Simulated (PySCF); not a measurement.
Species: H2O.
Numbering: `[OH2:1]` (hydrogens: H2, H3 on O1)

Level: PBE0/pcSseg-1 and CAM-B3LYP/def2-SVPD in PySCF, non-relativistic, on one gas-phase PBE0-D3(BJ)/def2-SVP geometry that isn't relaxed in the solvent. The solvent is an IEF-PCM continuum (Bondi radii, 1.10 Å for H, scaled by 1.2). Specific hydrogen bonds and non-electrostatic terms are outside this model.

Gas phase at PBE0/pcSseg-1: HOMO -8.63 eV, LUMO 1.34 eV, dipole 2.10 D.

What does the continuum do to the energy, the frontier levels and the dipole at PBE0/pcSseg-1 in benzene, chloroform and dichloromethane?

```
        solvent      ε  E(solvent) − E(gas) (kJ/mol)  polarisation term (kJ/mol)  distortion of the solute (kJ/mol)  HOMO (eV)  LUMO (eV)  dipole (D)
        benzene  2.271                        -12.12                      -12.71                               0.59      -8.64       1.56        2.22
     chloroform  4.711                        -19.17                      -20.63                               1.46      -8.66       1.69        2.29
dichloromethane   8.93                        -22.84                      -24.91                               2.07      -8.67       1.75        2.33
```

Polarisation term: ½ Σ q·V over the induced surface charges. Distortion: the rise of the solute's own energy as its density leaves the gas-phase optimum. From benzene to dichloromethane the lowering changes by a factor 1.88, Onsager's factor (ε − 1)/(2ε + 1) by 1.83 and ε itself by 3.9.

Which radius a makes the point-dipole formula ΔE = −[(ε − 1)/(2ε + 1)]·μ²/a³ give the value in dichloromethane, with the gas-phase dipole?

μ = 0.825 au and |ΔE| = 0.00870 Eh give a = 1.70 Å; the farthest nucleus lies 0.78 Å from the centroid of the nuclei. The formula assumes a rigid point dipole at the centre of a sphere.

Which IAO charges (PBE0/pcSseg-1) respond most in benzene (means over atoms taken as equivalent)?

| atoms | environment | gas (e) | solvent (e) | change |
| --- | --- | --- | --- | --- |
| O1 | water oxygen | -0.698 | -0.718 | -0.020 |
| H2/H3 | O–H hydrogen | +0.349 | +0.359 | +0.010 |

How do the nuclear quadrupole coupling constants eQVzz/h respond in benzene?

```json
{"nucleus": "17O at O1", "Q (barn)": "-0.0256", "gas (MHz)": "12.01", "solvent (MHz)": "11.63", "η gas": "0.75", "η solvent": "0.77"}
```

Gas phase at CAM-B3LYP/def2-SVPD: HOMO -10.74 eV, LUMO 0.93 eV, dipole 1.95 D.

What does the continuum do to the energy, the frontier levels and the dipole at CAM-B3LYP/def2-SVPD in benzene and chloroform?

```json
{"solvent": "benzene", "ε": "2.271", "E(solvent) − E(gas) (kJ/mol)": "-11.65", "polarisation term (kJ/mol)": "-12.42", "distortion of the solute (kJ/mol)": "0.77", "HOMO (eV)": "-10.71", "LUMO (eV)": "1.16", "dipole (D)": "2.13"}
{"solvent": "chloroform", "ε": "4.711", "E(solvent) − E(gas) (kJ/mol)": "-18.59", "polarisation term (kJ/mol)": "-20.56", "distortion of the solute (kJ/mol)": "1.97", "HOMO (eV)": "-10.71", "LUMO (eV)": "1.27", "dipole (D)": "2.24"}
```

How does the static polarisability (CAM-B3LYP/def2-SVPD, frozen core, with the continuum's full static response) change?

```tsv
medium	isotropic (au)	principal values (au)	⟨r²⟩ of the electrons (bohr²)
gas	9.5	9.1, 9.5, 10.0	20.2
benzene	10.3	9.9, 10.2, 10.7	20.2
chloroform	10.7	10.4, 10.7, 11.2	20.2
```

The isotropic value in chloroform is 1.13 times the gas-phase one; no cavity-field correction is applied. ⟨r²⟩ is taken about the centre of nuclear charge.
